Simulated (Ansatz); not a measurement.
Relaxation of ClFH$_{4}$Si (7 atoms, charge 0, multiplicity 1), to a largest force component of 0.03 eV/Å in at most 50 steps.

The calculation used Ansatz, RKS PBE-D4/def2-SVP.

```xyz
7
Properties=species:S:1:pos:R:3
Si 0.219 -0.001 -0.073
F 0.241 -0.004 1.551
H 1.658 0.002 -0.510
H -0.457 1.245 -0.558
H -0.454 -1.246 -0.563
Cl -2.861 -0.003 1.208
H -1.817 0.008 2.043
```

Problem. Where does it end, and by what steps?

Solution. It converged. After 5 steps the energy has fallen by 0.068 eV; Cl6 moved furthest, 0.31 Å.

```csv
step,energy less start (eV),largest force component (eV/Å),accepted
0,0.0000,1.074,yes
1,-0.0310,0.920,yes
2,-0.0563,0.160,yes
3,-0.0651,0.307,yes
4,-0.0677,0.040,yes
5,-0.0683,0.013,yes
```

```xyz
7
Properties=species:S:1:pos:R:3
Si 0.254 0.000 -0.121
F 0.106 0.000 1.532
H 1.723 0.000 -0.419
H -0.393 1.241 -0.653
H -0.393 -1.241 -0.653
Cl -3.001 0.000 1.490
H -1.767 0.000 1.920
```

Run time: 6.1 s on 2 threads of Arm Neoverse V1, with other jobs on the host, peak memory 0.14 GiB.
